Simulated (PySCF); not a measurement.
C₄H₅N.
Numbering: `[CH2:1]=[CH:2][C:3]1=[N:4][CH2:5]1` (hydrogens: H6, H7 on C1; H8 on C2; H9, H10 on C5)

The same species was optimised twice, with GFN2-xTB and with PBE0-D3(BJ)/def2-SVP (PySCF), and the same property calculations (PySCF, gas phase) were run on both structures.

```tsv
coordinate	GFN2-xTB	PBE0-D3(BJ)/def2-SVP	change
C2–C3 (Å)	1.419	1.440	+0.021
N4–C5 (Å)	1.495	1.514	+0.019
C1–H7 (Å)	1.076	1.093	+0.017
C1–H6 (Å)	1.078	1.094	+0.016
C5–H9 (Å)	1.082	1.098	+0.016
C5–H10 (Å)	1.082	1.098	+0.016
C2–H8 (Å)	1.082	1.095	+0.013
C3–C5 (Å)	1.454	1.446	-0.008
C1=C2 (Å)	1.332	1.339	+0.007
C3=N4 (Å)	1.263	1.258	-0.005
C2–C3–N4 (°)	147.0	141.3	-5.7
C2–C3–C5 (°)	146.7	151.1	+4.4
N4–C3–C5 (°)	66.3	67.7	+1.4
H6–C1–H7 (°)	116.8	117.7	+0.9
C3–N4–C5 (°)	63.0	62.1	-0.9
C2–C1–H6 (°)	121.4	120.7	-0.7
C3–C5–H9 (°)	120.2	120.8	+0.6
C3–C5–H10 (°)	120.3	120.8	+0.5
C1–C2–C3–N4 (°)	180	180	0
```

Rotational constants: A = 16629, B = 3702, C = 3090 MHz (GFN2-xTB) against A = 16618, B = 3615, C = 3031 MHz (PBE0-D3(BJ)/def2-SVP). Point groups within 0.08 Å: Cs and Cs. Atoms that the bonding makes alike are paired by their places after alignment.

On the GFN2-xTB structure: HOMO (eV) -7.60 [PBE0/pcSseg-1]; LUMO (eV) -1.74 [PBE0/pcSseg-1]; dipole (D) 3.12 [PBE0/pcSseg-1]; GIAO shielding of C1 (ppm) 43.9 [PBE0/pcSseg-1]; GIAO shielding of C2 (ppm) 56.7 [PBE0/pcSseg-1]; GIAO shielding of C3 (ppm) 13.1 [PBE0/pcSseg-1]; GIAO shielding of N4 (ppm) -67.4 [PBE0/pcSseg-1]; GIAO shielding of C5 (ppm) 167.3 [PBE0/pcSseg-1].

What do these properties become on the PBE0-D3(BJ)/def2-SVP structure?

| property | level | on GFN2-xTB | on PBE0-D3(BJ)/def2-SVP | change |
| --- | --- | --- | --- | --- |
| HOMO (eV) | PBE0/pcSseg-1 | -7.60 | -7.71 | -0.11 |
| LUMO (eV) | PBE0/pcSseg-1 | -1.74 | -1.66 | +0.08 |
| dipole (D) | PBE0/pcSseg-1 | 3.12 | 2.98 | -0.14 |
| energy, GFN2-xTB geometry as zero (kcal/mol) | PBE0/pcSseg-1 | 0.0 | -1.0 | -1.0 |
| GIAO shielding of C1 (ppm) | PBE0/pcSseg-1 | 43.9 | 42.8 | -1.1 |
| GIAO shielding of C2 (ppm) | PBE0/pcSseg-1 | 56.7 | 52.5 | -4.2 |
| GIAO shielding of C3 (ppm) | PBE0/pcSseg-1 | 13.1 | 12.7 | -0.4 |
| GIAO shielding of N4 (ppm) | PBE0/pcSseg-1 | -67.4 | -67.7 | -0.3 |
| GIAO shielding of C5 (ppm) | PBE0/pcSseg-1 | 167.3 | 163.4 | -3.9 |

The heavy atoms differ by 0.041 Å rms after alignment. Among all bonds C2–C3 changes most (+0.021 Å). Changes are differences of the printed values. Neither structure is proved a minimum here.

Shape of the structure used: `[CH2:1]=[CH:2][C:3]1=[N:4][CH2:5]1`: C1–C2–C3–N4 180°.
